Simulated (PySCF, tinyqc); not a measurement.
Inside a calculation. Method: FCI on RHF in the sto-3g basis, frozen core, for HF, spin multiplicity 1. The lowest restricted solution is unstable here: a spin-polarised one lies 0.0110 hartree lower (PySCF). One step of it, computed by the program tinyqc.

Task: Integrals over molecular orbitals. (pq|rs) = sum C_ip C_jq C_kr C_ls (ij|kl), one index at a time.

coefficients C:
```
              MO1        MO2       MO3        MO4        MO5        MO6
1F 1s    0.995014  -0.259546  0.000000   0.000000   0.044689   0.047178
1F 2s    0.020381   1.003966  0.000000   0.000000  -0.226870  -0.254411
1F 2px   0.000000   0.000000  0.946201  -0.323579   0.000000   0.000000
1F 2py   0.000000   0.000000  0.323579   0.946201   0.000000   0.000000
1F 2pz   0.001055   0.017613  0.000000   0.000000   0.685392  -0.760161
2H 1s   -0.002641   0.087825  0.000000   0.000000   0.609207   0.854603
```

core Hamiltonian H = T + V (hartree):
```
             1F 1s       1F 2s     1F 2px     1F 2py     1F 2pz      2H 1s
1F 1s   -40.428339   -9.485656   0.000000   0.000000  -0.007355  -0.781042
1F 2s    -9.485656  -10.906432   0.000000   0.000000  -0.091800  -1.934686
1F 2px    0.000000    0.000000  -8.588955   0.000000   0.000000   0.000000
1F 2py    0.000000    0.000000   0.000000  -8.588955   0.000000   0.000000
1F 2pz   -0.007355   -0.091800   0.000000   0.000000  -8.633946  -1.414003
2H 1s    -0.781042   -1.934686   0.000000   0.000000  -1.414003  -4.064368
```

Two-electron integrals (ij|kl) in chemists' order, unique and non-zero (hartree):
```
(11|11) 5.403501   (21|11) 0.841920   (21|21) 0.156299   (22|11) 1.268028
(22|21) 0.292344   (22|22) 0.926167   (31|31) 0.027998   (32|31) 0.043169
(32|32) 0.204588   (33|11) 1.264502   (33|21) 0.292403   (33|22) 0.925959
(33|33) 0.997514   (41|41) 0.027998   (42|41) 0.043169   (42|42) 0.204588
(43|43) 0.053770   (44|11) 1.264502   (44|21) 0.292403   (44|22) 0.925959
(44|33) 0.889973   (44|44) 0.997514   (51|51) 0.027998   (52|51) 0.043169
(52|52) 0.204588   (53|53) 0.053770   (54|54) 0.053770   (55|11) 1.264502
(55|21) 0.292403   (55|22) 0.925959   (55|33) 0.889973   (55|44) 0.889973
(55|55) 0.997514   (61|11) 0.069504   (61|21) 0.012805   (61|22) 0.023839
(61|33) 0.023805   (61|44) 0.023805   (61|51) 0.000496   (61|52) 0.000940
(61|55) 0.023911   (61|61) 0.001059   (62|11) 0.197771   (62|21) 0.046302
(62|22) 0.166421   (62|33) 0.163921   (62|44) 0.163921   (62|51) 0.003106
(62|52) 0.025609   (62|55) 0.171254   (62|61) 0.003852   (62|62) 0.038668
(63|31) 0.004579   (63|32) 0.028169   (63|53) 0.005214   (63|63) 0.005439
(64|41) 0.004579   (64|42) 0.028169   (64|54) 0.005214   (64|64) 0.005439
(65|11) 0.143755   (65|21) 0.034060   (65|22) 0.131207   (65|33) 0.125860
(65|44) 0.125860   (65|51) 0.006546   (65|52) 0.046943   (65|55) 0.141752
(65|61) 0.002933   (65|62) 0.037572   (65|65) 0.041764   (66|11) 0.399647
(66|21) 0.095047   (66|22) 0.395056   (66|33) 0.383684   (66|44) 0.383684
(66|51) 0.006904   (66|52) 0.081774   (66|55) 0.417508   (66|61) 0.007928
(66|62) 0.125244   (66|65) 0.142625   (66|66) 0.774606
```

Give: one-electron integrals over orbitals h = C^T H C; Two-electron integrals over orbitals.

Result:

one-electron integrals over orbitals h = C^T H C (hartree):
```
          1        2        3        4        5        6
1  -40.4112   0.7253   0.0000   0.0000  -0.1175  -0.1292
2    0.7253  -9.1202   0.0000   0.0000   0.4612   0.7111
3    0.0000   0.0000  -8.5890   0.0000   0.0000   0.0000
4    0.0000   0.0000   0.0000  -8.5890   0.0000   0.0000
5   -0.1175   0.4612   0.0000   0.0000  -6.6745   2.3264
6   -0.1292   0.7111   0.0000   0.0000   2.3264  -5.9452
```

Two-electron integrals over orbitals (pq|rs), unique and non-zero (hartree); the lowest 1 orbital is frozen and left out:
```
(22|22) 0.8765    (32|32) 0.1904    (33|22) 0.8976    (33|33) 0.9975
(42|42) 0.1904    (43|43) 0.0538    (44|22) 0.8976    (44|33) 0.8900
(44|44) 0.9975    (52|22) -0.0457   (52|33) -0.0617   (52|44) -0.0617
(52|52) 0.1301    (53|32) -0.0252   (53|53) 0.0338    (54|42) -0.0252
(54|54) 0.0338    (55|22) 0.6798    (55|33) 0.6658    (55|44) 0.6658
(55|52) -0.0108   (55|55) 0.6628    (62|22) -0.0770   (62|33) -0.0767
(62|44) -0.0767   (62|52) -0.0806   (62|55) -0.0208   (62|62) 0.0913
(63|32) -0.0257   (63|53) -0.0231   (63|63) 0.0287    (64|42) -0.0257
(64|54) -0.0231   (64|64) 0.0287    (65|22) -0.2483   (65|33) -0.2544
(65|44) -0.2544   (65|52) 0.0751    (65|55) -0.0892   (65|62) 0.0326
(65|65) 0.2408    (66|22) 0.6317    (66|33) 0.6173    (66|44) 0.6173
(66|52) 0.0416    (66|55) 0.6412    (66|62) -0.0504   (66|65) -0.0279
(66|66) 0.6653
```
